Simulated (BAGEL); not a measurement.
# CHClF2 (difluorochloromethane) at 6 levels

Wanted: a comparison of 6 runs (HF/STO-3G, B3LYP/6-31G*, PBE0/def2-SVP, RI-MP2/def2-SVP, RI-MP2/6-31G**) of CHClF2 (difluorochloromethane). 

Program for the calculation: BAGEL 1.2.2.

6 further runs of the same task are left out: 2 that didn't finish, 4 set aside as unsound or not needed.

**1. Starting point**

The species is CHClF2 (5 atoms), meant as a singlet with charge 0. SMILES: `FC(F)Cl`. Geometry: relaxed at PBE0-D4/def2-TZVP.

Bond lengths: F1–C2 1.334 Å, C2–F3 1.334 Å, C2–Cl4 1.763 Å, C2–H5 1.090 Å. Angles: F1–C2–F3 108.3°, F1–C2–Cl4 109.7°, F3–C2–Cl4 109.7°, F1–C2–H5 110.0°, F3–C2–H5 110.0°, Cl4–C2–H5 109.0°.

**2. The energy at HF/STO-3G (run 1)**

File hf.json:

```json
{ "bagel": [

{
  "title": "molecule",
  "basis": "sto-3g",
  "df_basis": "qzvpp-jkfit",
  "angstrom": "false",
  "geometry": [
    { "atom": "F", "xyz": [  0.07351035, -1.07355341,  2.30981224 ] },
    { "atom": "C", "xyz": [  0.20673604,  0.04459754,  0.05347925 ] },
    { "atom": "F", "xyz": [  1.59530679, -1.40954672, -1.46812823 ] },
    { "atom": "Cl", "xyz": [ -2.85537617,  0.39476379, -1.21093650 ] },
    { "atom": "H", "xyz": [  1.07449827,  1.90446599,  0.23772755 ] }
  ]
},
{ "title": "hf", "df": "false" },
{ "title": "print", "file": "orbitals.molden", "orbitals": "true" }

]}
```

The run is started by

```console
$ BAGEL_NUM_THREADS=1 BAGEL hf.json > hf.out
```

The log of the run:

```text
* using 1 threads per process

  ===============================================================
  ===============================================================

  *** Geometry ***

  { "atom" : "F", "xyz" : [      0.073510,     -1.073553,      2.309812 ] },
  { "atom" : "C", "xyz" : [      0.206736,      0.044598,      0.053479 ] },
  { "atom" : "F", "xyz" : [      1.595307,     -1.409547,     -1.468128 ] },
  { "atom" : "Cl", "xyz" : [     -2.855376,      0.394764,     -1.210937 ] },
  { "atom" : "H", "xyz" : [      1.074498,      1.904466,      0.237728 ] },

  Number of auxiliary basis functions:      375

  Since a DF basis is specified, we compute 2- and 3-index integrals:
    o Being stored without compression. Storage requirement is 0.002 GB

  Number of basis functions:       25
  Number of electrons      :       42

    * METHOD: MOLECULE                             0.07

  *** RHF ***

  === Nuclear Repulsion ===
   168.4067451075

      * DIIS with orbital gradients will be used.

  === RHF iteration (sto-3g) ===
      0       -688.45452319          0.03200810           0.02
      1       -688.61541932          0.00760587           0.02
      2       -688.62803556          0.00213784           0.02
      3       -688.62921007          0.00029184           0.02
      4       -688.62925380          0.00007348           0.02
      5       -688.62925663          0.00001179           0.02
      6       -688.62925669          0.00000239           0.02
      7       -688.62925670          0.00000062           0.02
      8       -688.62925670          0.00000011           0.02
      9       -688.62925670          0.00000003           0.02
     10       -688.62925670          0.00000001           0.02
     11       -688.62925670          0.00000000           0.02
    * SCF iteration converged.

    * Permanent dipole moment:
           (   -0.586382,    -0.313737,    -0.208145) a.u.

    * METHOD: HF                                   0.27

    * METHOD: PRINT                                0.00

  ===============================================================
```

Wall time 0.46 s (1 thread of Arm Neoverse V2, shared host).

**3. A single-point energy at B3LYP/6-31G(d) (density fitting with qzvpp-jkfit, spherical functions) (run 2)**

File calc.json:

```json
{ "bagel": [

{
  "title": "molecule",
  "basis": "6-31gs.json",
  "df_basis": "qzvpp-jkfit",
  "angstrom": false,
  "geometry": [
    { "atom": "F", "xyz": [  0.07351035, -1.07355341,  2.30981224 ] },
    { "atom": "C", "xyz": [  0.20673604,  0.04459754,  0.05347925 ] },
    { "atom": "F", "xyz": [  1.59530679, -1.40954672, -1.46812823 ] },
    { "atom": "Cl", "xyz": [ -2.85537617,  0.39476379, -1.21093650 ] },
    { "atom": "H", "xyz": [  1.07449827,  1.90446599,  0.23772755 ] }
  ]
},
{
  "title": "ks",
  "xc_func": "b3lyp"
},
{
  "title": "print",
  "file": "orbitals.molden",
  "orbitals": true
}

]}
```

The basis set 6-31G* is read from a file made from the Basis Set Exchange's data (not shown).

The run is started by

```console
$ BAGEL_NUM_THREADS=1 BAGEL calc.json > calc.out
```

The log of the run:

```text
* using 1 threads per process

  ===============================================================
  ===============================================================

  *** Geometry ***

  { "atom" : "F", "xyz" : [      0.073510,     -1.073553,      2.309812 ] },
  { "atom" : "C", "xyz" : [      0.206736,      0.044598,      0.053479 ] },
  { "atom" : "F", "xyz" : [      1.595307,     -1.409547,     -1.468128 ] },
  { "atom" : "Cl", "xyz" : [     -2.855376,      0.394764,     -1.210937 ] },
  { "atom" : "H", "xyz" : [      1.074498,      1.904466,      0.237728 ] },

  Number of auxiliary basis functions:      375

  Since a DF basis is specified, we compute 2- and 3-index integrals:
    o Being stored without compression. Storage requirement is 0.012 GB

  Number of basis functions:       62
  Number of electrons      :       42

    * METHOD: MOLECULE                             0.10

  *** Kohn-Sham DFT ***

    * Removing 8398 points whose weight is below 1.00e-10
    * Grid points: 66132

  === Nuclear Repulsion ===
   168.4067451075

       - DIIS with orbital gradients will be used.

  === KS iteration (b3lyp / 6-31gs.json) ===
      0       -679.81954789          0.15375263           0.15
      1       -672.48794118          0.20659070           0.12
      2       -669.56494162          0.18993570           0.11
[... 13 lines of this table left out ...]
     16       -698.56537881          0.00000001           0.11
    * SCF iteration converged.

    * Permanent dipole moment:
           (   -0.284841,    -0.467938,    -0.072889) a.u.

    * METHOD: KS                                   2.07

    * METHOD: PRINT                                0.01

  ===============================================================
```

Run time: 2.3 s. Hardware: 1 thread of Arm Neoverse V2, shared host.

Run 3 isn't shown in full; the table further down has it.

**4. Energy and forces at B3LYP/6-31G(d) (density fitting with qzvpp-jkfit, Cartesian functions) (run 4)**

File dft.json:

```json
{ "bagel" : [

{
  "title" : "molecule",
  "basis" : "6-31gs.json",
  "df_basis" : "qzvpp-jkfit",
  "angstrom" : "true",
  "cartesian" : "true",
  "geometry" : [
    { "atom" : "F", "xyz" : [    0.038900,   -0.568100,    1.222300 ] },
    { "atom" : "C", "xyz" : [    0.109400,    0.023600,    0.028300 ] },
    { "atom" : "F", "xyz" : [    0.844200,   -0.745900,   -0.776900 ] },
    { "atom" : "Cl", "xyz" : [   -1.511000,    0.208900,   -0.640800 ] },
    { "atom" : "H", "xyz" : [    0.568600,    1.007800,    0.125800 ] }
  ]
},
{
  "title" : "force",
  "method" : [
    {
      "title" : "ks",
      "xc_func" : "b3lyp"
    }
  ]
}

]}
```

The basis set 6-31G* is read from a file made from the Basis Set Exchange's data (not shown).

The run is started by

```console
$ BAGEL_NUM_THREADS=1 BAGEL dft.json > dft.out
```

The log of the run:

```text
* using 1 threads per process

  ===============================================================
  ===============================================================

  Cartesian basis functions are used
  *** Geometry ***

[... 20 lines left out ...]
    * Removing 8398 points whose weight is below 1.00e-10
[... 13 lines left out ...]
    * SCF iteration converged.
[... 1 line left out ...]
    * Permanent dipole moment:
[... 26 lines left out ...]
    * METHOD: FORCE                                4.96

  ===============================================================
```

Run time: 5.4 s. Hardware: 1 thread of Arm Neoverse V2, shared host; peak memory 0.57 GiB.

Run 5 isn't shown in full; the table further down has it.

**5. Energy and gradient at RI-MP2/6-31G(d,p) (DKH2, density fitting with svp-jkfit, Cartesian functions) (run 6)**

File input.json:

```json
{ "bagel": [

{
  "title": "molecule",
  "basis": "6-31gss.json",
  "df_basis": "svp-jkfit",
  "angstrom": false,
  "cartesian": true,
  "dkh": true,
  "geometry": [
    { "atom": "F", "xyz": [     0.07351035,    -1.07355341,     2.30981224 ] },
    { "atom": "C", "xyz": [     0.20673604,     0.04459754,     0.05347925 ] },
    { "atom": "F", "xyz": [     1.59530679,    -1.40954672,    -1.46812823 ] },
    { "atom": "Cl", "xyz": [    -2.85537617,     0.39476379,    -1.21093650 ] },
    { "atom": "H", "xyz": [     1.07449827,     1.90446599,     0.23772755 ] }
  ]
},

{
  "title": "force",
  "method": [
    {
      "title": "mp2",
      "ncore": 8
    }
  ]
}

]}
```

The basis set 6-31G** is read from a file made from the Basis Set Exchange's data (not shown).

The run is started by

```console
$ BAGEL_NUM_THREADS=1 BAGEL input.json > input.out
```

The log of the run:

```text
* using 1 threads per process

  ===============================================================
  ===============================================================

  Cartesian basis functions are used
  *** Geometry ***

[... 31 lines left out ...]
    * SCF iteration converged.
[... 1 line left out ...]
    * Permanent dipole moment:
[... 6 lines left out ...]
      MP2 correlation energy:   -0.6053457683
[... 1 line left out ...]
    * Permanent dipole moment: MP2 unrelaxed
[... 10 lines left out ...]
    * Permanent dipole moment: MP2 relaxed
[... 2 lines left out ...]
  * Nuclear energy gradient

    o Atom   0
        x          0.0014540553
        y          0.0055609842
        z         -0.0122385912
    o Atom   1
        x          0.0033247662
        y         -0.0153932076
        z          0.0026272294
    o Atom   2
        x         -0.0070716509
        y          0.0074756892
        z          0.0088853196
    o Atom   3
        x          0.0008987971
        y          0.0000304497
        z          0.0003656445
    o Atom   4
        x          0.0013940323
        y          0.0023260845
        z          0.0003603977

    * METHOD: FORCE                                2.32

  ===============================================================
```

It took 2.6 s on 1 thread of Arm Neoverse V2, shared host.

**6. The series**

```csv
run,level,integral approximation,Cartesian functions,energy (Eh),dipole moment (D),wall time
1,HF/STO-3G,none,no,-688.629257,1.77,0.46 s
2,"B3LYP/6-31G* (density fitting with qzvpp-jkfit, spherical functions)",qzvpp-jkfit,no,-698.565379,1.40,2.3 s
3,PBE0/def2-SVP (density fitting with qzvpp-jkfit),qzvpp-jkfit,no,-697.873537,1.45,2.7 s
4,"B3LYP/6-31G* (density fitting with qzvpp-jkfit, Cartesian functions)",qzvpp-jkfit,yes,-698.571480,1.40,5.4 s
5,"RI-MP2/def2-SVP (density fitting with qzvpp-jkfit, cc-pv5z-ri for correlation)",qzvpp-jkfit,no,-697.116096,1.47,3.9 s
6,"RI-MP2/6-31G** (DKH2, density fitting with svp-jkfit, Cartesian functions)",svp-jkfit,yes,-698.791747,1.43,2.6 s
```

**7. Summary of results**

```
                                                      quantity          value
                                           run 6: total energy  -698.79175 Eh
run 6: dipole moment (of the density that the program reports)         1.43 D
            run 6: correlation energy (8 core orbitals frozen)     -605.3 mEh
                               run 6: largest force on an atom     0.821 eV/Å
```

The dipole moment (its size) runs from 1.40 D (B3LYP/6-31G*) to 1.77 D (HF/STO-3G). The two ends differ in method and basis. Over runs 1, 2, 3 the HOMO–LUMO gap runs from 9.57 eV (B3LYP/6-31G*) to 20.65 eV (HF/STO-3G). Totals of different functionals can't be ranked against each other. Some runs of one species differ in core potentials or relativity; totals across that change don't compare. In run 1 the basis is minimal, so the values are rough. All runs together took 17 s, the longest 5.4 s.
